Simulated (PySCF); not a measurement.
PySCF input (CCSD(T)/cc-pVDZ):

```python
from pyscf import gto, scf, mp, cc as ccmod

mol = gto.M(
    atom='''
    Si   -0.00000000   -0.00000000   -0.57233761
    O     0.00000000    0.00000000    1.00159081
    ''',
    basis='cc-pvdz',
    charge=0,
    spin=2,
    symmetry='C2v',
    verbose=4,
)

mf = scf.UHF(mol)
mf.conv_tol = 1e-10
mf.max_cycle = 100
mf.kernel()
mp2 = mp.MP2(mf, frozen=6).run()
cc = ccmod.CCSD(mf, frozen=6)
cc.max_cycle = 100
cc.kernel()
et = cc.ccsd_t()
print(f'E(CCSD(T)) = {cc.e_tot + et:.9f}')
```

End of the output:

```
Extra cycle  E= -363.663129300341  delta_E= -5.12e-13  |g|= 2.6e-07  |ddm|= 6.2e-07
converged SCF energy = -363.663129300341  <S^2> = 2.0438128  2S+1 = 3.0290677

******** <class 'pyscf.mp.ump2.UMP2'> ********
nocc = (np.int64(6), np.int64(4)), nmo = (26, 26)
frozen orbitals 6
E(UMP2) = -363.893544080512  E_corr = -0.230414780171058
E(SCS-UMP2) = -363.885637268258  E_corr = -0.222507967916545
E_corr(same-spin) = -0.06229588648699
E_corr(oppo-spin) = -0.168118893684068

******** <class 'pyscf.cc.uccsd.UCCSD'> ********
CC2 = 0
CCSD nocc = (np.int64(6), np.int64(4)), nmo = (26, 26)
frozen orbitals 6
max_cycle = 100
direct = 0
conv_tol = 1e-07
conv_tol_normt = 1e-06
diis_space = 6
diis_start_cycle = 0
diis_start_energy_diff = 1e+09
Init t2, MP2 energy = -0.230414775927384
Init E_corr(UCCSD) = -0.230414775927447
cycle = 1  E_corr(UCCSD) = -0.233812214594124  dE = -0.00339743867  norm(t1,t2) = 0.118353
cycle = 2  E_corr(UCCSD) = -0.24653293546022  dE = -0.0127207209  norm(t1,t2) = 0.0473577
cycle = 3  E_corr(UCCSD) = -0.247345167270815  dE = -0.000812231811  norm(t1,t2) = 0.0394547
cycle = 4  E_corr(UCCSD) = -0.253658990512103  dE = -0.00631382324  norm(t1,t2) = 0.0283611
cycle = 5  E_corr(UCCSD) = -0.254566846511289  dE = -0.000907855999  norm(t1,t2) = 0.0135626
cycle = 6  E_corr(UCCSD) = -0.25469775893102  dE = -0.00013091242  norm(t1,t2) = 0.00655583
cycle = 7  E_corr(UCCSD) = -0.255002999696475  dE = -0.000305240765  norm(t1,t2) = 0.00205524
cycle = 8  E_corr(UCCSD) = -0.254941326032076  dE = 6.16736644e-05  norm(t1,t2) = 0.000561965
cycle = 9  E_corr(UCCSD) = -0.254955739404198  dE = -1.44133721e-05  norm(t1,t2) = 0.000267603
cycle = 10  E_corr(UCCSD) = -0.254950137176256  dE = 5.60222794e-06  norm(t1,t2) = 0.000101118
cycle = 11  E_corr(UCCSD) = -0.254953819656879  dE = -3.68248062e-06  norm(t1,t2) = 4.82553e-05
cycle = 12  E_corr(UCCSD) = -0.254953565545479  dE = 2.541114e-07  norm(t1,t2) = 2.67634e-05
cycle = 13  E_corr(UCCSD) = -0.254952744852314  dE = 8.20693165e-07  norm(t1,t2) = 1.06615e-05
cycle = 14  E_corr(UCCSD) = -0.25495240095484  dE = 3.43897473e-07  norm(t1,t2) = 5.96056e-06
cycle = 15  E_corr(UCCSD) = -0.254952453221711  dE = -5.22668704e-08  norm(t1,t2) = 2.74942e-06
cycle = 16  E_corr(UCCSD) = -0.254952594530562  dE = -1.41308851e-07  norm(t1,t2) = 1.68534e-06
cycle = 17  E_corr(UCCSD) = -0.254952641516663  dE = -4.69861002e-08  norm(t1,t2) = 7.67854e-07
UCCSD converged
E(UCCSD) = -363.9180819418578  E_corr = -0.2549526415166626
UCCSD(T) correction = -0.00986974874938229
E(CCSD(T)) = -363.927951691
```

This is an excited triplet: at this geometry the singlet lies 4.23 eV lower at wB97M-V/def2-TZVPD.
